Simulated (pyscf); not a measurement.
PySCF, gas phase, ωB97X-D3(BJ)/def2-SVP geometries. MP2 and CC: frozen core, UHF for open shells. ΔMP2 is the change of the MP2 total energy from the triple- to the quadruple-zeta basis.

Question: How much does it cost (ΔH, 298 K, CCSD(T)/def2-TZVPP + ΔMP2(QZVPP)) to split H₂B–SiH₃ (SMILES B[SiH3]) at its B–Si bond into BH₂• + SiH₃•?

Answer: B–Si to BH₂• + SiH₃•: 85.0 kcal/mol. The radicals are drawn with the spin at the cut bond; how far it spreads was not checked. The CCSD(T) − MP2 part came from Ansatz, without density fitting, on the same reference.
